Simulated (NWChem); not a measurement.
Correlation energy of CH₃

```xyz
4

C      0.0000     0.0000     0.0000
H      0.0000     0.0000     1.0908
H     -0.9447     0.0000    -0.5454
H      0.9447     0.0000    -0.5454
```
Charge 0, spin multiplicity 2.

The numbers come from NWChem runs, not from measurements. All single points use one geometry, from UB3LYP/def2-SVP, a minimum by its harmonic frequencies.

Basis set: 3-21G. Each correlation energy counts from its own Hartree-Fock reference.

The correlated methods keep 1 core orbital frozen. The structure started from a generated list of species. The unpaired electrons of the parent sit in orbitals of symmetry b2 (C2v labels of the run); other states weren't searched. The stability of the SCF solutions was not checked. Open-shell Hartree-Fock references start from PBE0 orbitals. Coupled-cluster values serve here as a point of comparison, not as the truth.

Task: For the correlation energy, UMP2 gives -76.2 mHa and SCS-UMP2 gives -80.4 mHa. What do CCSD on UHF, CCSD[T] on UHF, CCSD(T) on UHF give?

Result: CCSD on UHF: -94.0 mHa; CCSD[T] on UHF: -95.2 mHa; CCSD(T) on UHF: -95.2 mHa.
